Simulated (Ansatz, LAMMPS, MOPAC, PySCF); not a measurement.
## How well does each level of theory give the bulk modulus of cubic BN?

Reference value: 410 GPa (measured, 0 K value with the zero-point phonon effect removed, our sources range from 388 to 410; as tabulated in Mejia-Rodriguez and Trickey (2018), arXiv:1807.09216).

```csv
level (code),value (GPa),cell (Å³/atom)
ExTeP BN.extep (LAMMPS),402,5.63
PM6 semi-empirical Hartree-Fock (MOPAC),549,6.02
LDA (Ansatz),403,5.74
PBE (Ansatz),___,5.95
PBE-D4 (Ansatz),385,5.87
r²SCAN+rVV10 (Ansatz),___,5.86
B3LYP (VWN-RPA form) (Ansatz),386,5.91
Hartree–Fock (Ansatz),___,5.83
MP2 (PySCF),399 ± 10,5.81
```

Problem. Some entries are withheld; supply them.

Solution. 
- PBE (Ansatz, a quantum-chemistry and plane-wave program), value (GPa): 372
- r²SCAN+rVV10 (Ansatz), value (GPa): 395
- Hartree–Fock (Ansatz), value (GPa): 431

Errors against the reference: ExTeP BN.extep -2.0 %, PM6 semi-empirical Hartree-Fock (MOPAC) +34 %, LDA -1.7 %, PBE -9.3 %, PBE-D4 -6.1 %, r²SCAN+rVV10 -3.7 %, B3LYP (VWN-RPA form) -5.9 %, Hartree–Fock +5.1 %, MP2 -2.7 %.

Once the reference is moved by up to 5.3 % (a margin picked here for doubts on the reference and the settings) and values within 1.7 % count as equal, the nearest can be LDA (-1.7 %), ExTeP BN.extep (-2.0 %), MP2 (-2.7 %), r²SCAN+rVV10 (-3.7 %), Hartree–Fock (+5.1 %), B3LYP (VWN-RPA form) (-5.9 %) or PBE-D4 (-6.1 %). Farthest off among them: PM6 semi-empirical Hartree-Fock (MOPAC) (+34 %). Within 15 %: ExTeP BN.extep, LDA, PBE, PBE-D4, r²SCAN+rVV10, B3LYP (VWN-RPA form), Hartree–Fock, MP2.

A ± on a computed value is a rough bar: the spread of its extrapolation, a floor set from checks against published values, or a statistical error. PM6 semi-empirical Hartree-Fock (MOPAC): the method was fitted mainly to molecules. PM6 semi-empirical Hartree-Fock (MOPAC): the run uses a supercell at the zone centre in place of a k mesh. Each level is taken at its own relaxed cell. Cutoffs and k meshes differ between the levels. Ansatz's density-functional and Hartree–Fock values are scalar-relativistic unless marked +SOC, with PAW data made under PBE.

Empirical potentials (ExTeP BN.extep) are fitted to chosen data: where that held the value shown, agreement is built in, and what lay outside the fit can be far off.

Differences are worked out from the printed values.
